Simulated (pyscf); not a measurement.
`[O]=[Ge]=[O]` + `[H][H]` → `[O]=[Ge]` [singlet] + `[OH2]`, a concerted two-bond exchange (singlet surface; Ge–O, H–H broken, H–O, H–O formed). Structures and frequencies: ωB97X-D3(BJ)/def2-SVP in PySCF. Energies in eV from the separated reactants.

GFN2-xTB: tblite. 

Q: In single points GFN2-xTB puts the saddle at 1.01 eV and the reaction energy at -2.05 eV. Should these be trusted to within a few kcal/mol? Compare with ωB97M-D3(BJ)/def2-TZVP.

A: ωB97M-D3(BJ)/def2-TZVP gives ΔE‡ = 2.15 eV and ΔE = -2.24 eV. GFN2-xTB lies 1.14 eV under it in the barrier and 0.19 eV over it in the reaction energy, so on this step it does not hold to within 0.13 eV. ωB97M-D3(BJ)/def2-TZVP has limits of its own. On the product side the descent ends in a bound adduct, 0.42 eV under the separated species and 4.78 eV under the saddle at ωB97X-D3(BJ)/def2-TZVP. At ωB97X-D3(BJ)/def2-TZVP the barrier from the zero used here is 2.33 eV. The same reactants have a lower exit, to O=GeH–OH (barrier +1.08 eV at ωB97M-D3(BJ)/def2-TZVP, against +2.15 eV here). This is the saddle that the search found; another between the same sides may lie lower. One closed-shell reference is unstable to symmetry breaking; treat the single-reference values with care. In the def2 sets elements up to Kr have no core potential.
